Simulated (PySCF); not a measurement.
How strong are the bonds of `N[SiH3]` (H5NSi)?

Molecule: `N[SiH3]` (H5NSi). Optimised structure (Å), atoms numbered from 1:
```
N     1.0637   -0.0865   -0.1804
Si   -0.6523    0.0891   -0.0180
H     1.6716    0.5696    0.2978
H     1.4670   -1.0167   -0.1589
H    -1.2356   -0.2266    1.3314
H    -1.0007    1.5095   -0.3233
H    -1.3045   -0.8273   -1.0013
```

Level of theory: M06-2X/def2-TZVP single points in PySCF, grid level 3; every species was optimised with PBE0-D3(BJ)/def2-SVP. Zero-point and thermal terms (298.15 K, 1 bar) come from unscaled PBE0-D3(BJ)/def2-SVP harmonic frequencies, with soft modes damped to free rotors in the entropy.

```
  bond  r / Å      radicals  BDE(298 K) / eV  BDFE / eV  D₀ / eV  Dₑ / eV
 Si2–H  1.504  N[SiH2] + H•             3.84       3.48     3.78     4.04
N1–Si2  1.733  NH2• + SiH3•             4.47       4.01     4.40     4.67
```

Homolysis to relaxed radicals in the gas phase; the table need not hold every single bond outside rings.

Weakest of these: Si2–H (3.84 eV); strongest: N1–Si2 (4.47 eV).

Hardware: 1 thread of Arm Neoverse V1, shared with other jobs. Command: `OMP_NUM_THREADS=1 python redox_run.py task.json out`. Structures, frequencies and single points: 2.5 min.
